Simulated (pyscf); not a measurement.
`[BH2][OH]` + `[CH4]` -> `[BH2][CH3]` + `[OH2]`, a four-centre exchange (singlet surface; B–O, C–H broken, B–C, H–O formed). Structures and frequencies: ωB97X-D3(BJ)/def2-SVP in PySCF. MP2 and CC: frozen core, UHF for open shells. ΔMP2 is the change of the MP2 total energy from the triple- to the quadruple-zeta basis. Energies in eV from the separated reactants.

Small-basis levels: PySCF, no dispersion term, spherical d functions. 

Question: In single points HF/6-31G* puts the saddle at 3.37 eV and the reaction energy at +1.77 eV. Should these be trusted to within a few kcal/mol? Compare with CCSD(T)/def2-TZVPP + ΔMP2(QZVPP).

Answer: CCSD(T)/def2-TZVPP + ΔMP2(QZVPP) gives ΔE‡ = 2.27 eV and ΔE = +1.49 eV. HF/6-31G* lies 1.10 eV over it in the barrier and 0.27 eV over it in the reaction energy, so on this step it does not hold to within 0.13 eV. CCSD(T)/def2-TZVPP + ΔMP2(QZVPP) has limits of its own. On the product side the descent ends in an adduct with a B–O contact, 0.49 eV under the separated species and 1.17 eV under the saddle at ωB97X-D3(BJ)/def2-TZVP. What is counted as broken (B–O) persists as a longer contact in the product adduct; parting that adduct is a step of its own. The same reactants have a lower exit, to H₃C–BH–OH + H₂ (barrier +1.95 eV at ωB97M-D3(BJ)/def2-TZVP, against +2.21 eV here). This is the saddle that the search found; another between the same sides may lie lower. The CCSD(T) − MP2 part came from Ansatz, without density fitting, on the same reference.
